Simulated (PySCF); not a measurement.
A structure optimised at B3LYP-D3(BJ)/def2-TZVPD, used in a PySCF frequency run:

```
S
H 1 1.3473
```
Charge 0, spin multiplicity 2.

Task: Write its SMILES, formula and point group.

Result: [SH], HS, C∞v

Task: What are its rotational constants (standard atomic weights)?

Result: 284.89 GHz (linear rotor, B only)
